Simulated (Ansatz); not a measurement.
Mulliken charges of `c1nnco1` from B3LYP/def2-TZVPP in Ansatz (PBE0-D4/def2-TZVP geometry).

| atom | x (Å) | y (Å) | z (Å) | charge (e) |
| --- | --- | --- | --- | --- |
| C1 | -0.220 | 0.736 | 0.717 | 0.085 |
| N2 | -1.097 | 0.697 | -0.217 | -0.142 |
| N3 | -0.686 | -0.305 | -1.082 | -0.142 |
| C4 | 0.399 | -0.775 | -0.587 | 0.085 |
| O5 | 0.766 | -0.168 | 0.558 | -0.222 |
| H6 | -0.185 | 1.383 | 1.579 | 0.168 |
| H7 | 1.023 | -1.567 | -0.968 | 0.168 |

Question: By hand: the dipole of these point charges (1 e Å = 4.8032 D).

Answer: Σ q r = (0.239, -0.053, 0.174) e Å, of length 0.300 e Å = 1.44 D.

Question: How does the dipole of the full density compare? (Estimate.)

Answer: Computed: (0.530, -0.116, 0.386) e Å, 3.20 D; the point charges give 0.45 times that, at 0° from its direction.

Point charges leave out the atoms' own dipoles, such as those of lone pairs, and Mulliken's split depends on the basis, so the two needn't agree.

B3LYP here is the variant with VWN-RPA as its local correlation; programs differ in this.
